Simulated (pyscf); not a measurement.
F–SiH(F)–F + water (H₂O) + ammonia (NH₃) → HO–SiH(F)–F + hydrogen fluoride (HF) + ammonia (NH₃), a multi-bond step (singlet surface; F–Si, H–O, H–N broken, O–Si, F–H, H–N formed). Optimised with ωB97X-D3(BJ)/def2-SVP in PySCF. Energies in kcal/mol from the separated reactants.

AM1 to PM7: differences of heats of formation from MOPAC. 

**Question.** In single points PM3 puts the saddle at 34.5 kcal/mol and the reaction energy at +7.4 kcal/mol. Should these be trusted to within a few kcal/mol? Compare with ωB97M-D3(BJ)/def2-TZVP.

**Answer.** ωB97M-D3(BJ)/def2-TZVP gives ΔE‡ = 0.8 kcal/mol and ΔE = +8.3 kcal/mol. PM3 lies 33.7 kcal/mol over it in the barrier and 0.9 kcal/mol under it in the reaction energy, so on this step it does not hold to within 3.0 kcal/mol. ωB97M-D3(BJ)/def2-TZVP has limits of its own. On the reactant side the descent ends in an adduct with a O–Si contact, 16.4 kcal/mol under the separated species and 17.0 kcal/mol under the saddle at ωB97X-D3(BJ)/def2-TZVP. On the product side the descent ends in a bound adduct (not fully relaxed), 25.1 kcal/mol under the separated species and 17.7 kcal/mol under the saddle at ωB97X-D3(BJ)/def2-TZVP. At ωB97M-D3(BJ) the saddle lies under the separated products, which points to a path from their complex (located at ωB97X-D3(BJ) alone), and parting the products costs more than the saddle. What is counted as formed (O–Si) is already present as a longer contact in the reactant adduct; forming that adduct is a step of its own. One saddle was located; it need not be the lowest between these sides.
